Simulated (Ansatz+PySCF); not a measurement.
Values are calculated unless marked as measured or tabulated.
A run of Ansatz (development build ahead of 0.2.0) on doublet C2H4NO at this shape:

```xyz
8

H     2.2133   -0.0393    0.0227
C     1.3015   -0.6185    0.0017
C    -0.0021    0.1370   -0.0005
N    -1.1466   -0.6308   -0.0385
H    -2.0226   -0.1472    0.0809
H     1.3563   -1.7005   -0.0271
H    -1.1256   -1.6186    0.1507
O    -0.0435    1.3627    0.0043
```

Its results:

```
Converged                       : yes
Reference energy                : -207.43046 hartree
Correlation energy              : -0.73587 hartree
Total energy                    : -208.16633 hartree
Spin squared of the determinant : 0.787
Stability test                  : minimum
```

Forces (eV/Å):
```
atom      Fx      Fy      Fz
  H1  -0.208  -0.030  -0.002
  C2  -0.769   0.228  -0.005
  C3   0.162   0.156   0.016
  N4   0.587   0.074   0.074
  H5   0.168  -0.003  -0.020
  H6  -0.091   0.200   0.000
  H7   0.066   0.161  -0.046
  O8   0.086  -0.785  -0.017
```

**Question.** Which input gives this output? Name the method, the orbitals and the basis set, and write the input.

**Answer.** UHF-MP2 in cc-pVTZ.

```yaml
crystal:
  periodic: [false, false, false]
  atoms:
    - { symbol: H, position_ang: [2.2133, -0.03933, 0.02266] }
    - { symbol: C, position_ang: [1.3015, -0.61854, 0.00173] }
    - { symbol: C, position_ang: [-0.00207, 0.13701, -0.00046] }
    - { symbol: "N", position_ang: [-1.14664, -0.63082, -0.03848] }
    - { symbol: H, position_ang: [-2.02256, -0.14722, 0.08089] }
    - { symbol: H, position_ang: [1.35633, -1.70045, -0.02714] }
    - { symbol: H, position_ang: [-1.12557, -1.6186, 0.15067] }
    - { symbol: O, position_ang: [-0.04355, 1.36268, 0.0043] }
basis:
  gaussian: { orbitals: cc-pVTZ }
magnetization:
  spin_polarized: true
  initial_magnetization: 1
hamiltonian:
  xc: hf
correlation:
  method: mp2
  frozen_orbitals: { C: 1, H: 0, "N": 1, O: 1 }
output:
  forces: true
```
